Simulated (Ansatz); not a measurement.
HAlGa, doublet: reading a ladder of total energies

Geometry: a point of a stretch scan, not a stationary point.

```tsv
atom	x (Å)	y (Å)	z (Å)
Al	0.0000	0.0000	-0.4525
Ga	0.0000	0.0000	2.2180
H	0.0000	0.0000	-1.7655
```

Basis 6-31G (Cartesian d functions); Ansatz 0.2.0. Correlated methods freeze the noble-gas cores and the filled d shells of p-block atoms, which leaves 7 electrons in 25 orbitals. Prefix R: restricted or restricted open-shell reference. No spin–orbit coupling is included, and no scalar relativity.

Full CI is exact within this basis and frozen core; it isn't the basis-set limit.

Runs differ by some tens of microhartree through their thresholds and, for an open shell, their frozen cores, so steps under 0.03 kcal/mol mean nothing.

| level | total energy (hartree) |
| --- | --- |
| RHF | -2165.303009 |
| RMP2 | -2165.356391 |
| RCCSD | -2165.380600 |
| RCCSD(T) | -2165.382418 |
| RCCSDT | -2165.383283 |
| RCCSDT(Q) | -2165.383403 |
| full CI | -2165.383448 |

What is the correlation energy at full CI, and what share of it do RMP2 and RCCSD(T) recover?

E(corr) = -2165.383448 − (-2165.303009) = -0.080439 hartree = -2.189 eV. RMP2: -0.053382 / -0.080439 = 66.36 %. RCCSD(T): -0.079409 / -0.080439 = 98.72 %.

By how many kcal/mol does RCCSD(T) miss full CI (1 hartree = 627.509 kcal/mol), and which steps make up the rest?

-2165.382418 − (-2165.383448) = 0.001030 hartree = 0.65 kcal/mol. Steps: RCCSDT − RCCSD(T) = -0.54, RCCSDT(Q) − RCCSDT = -0.08, full CI − RCCSDT(Q) = -0.03 kcal/mol. That is within 1 kcal/mol of the reference in this basis, which itself misses far more of the correlation at the basis-set limit.
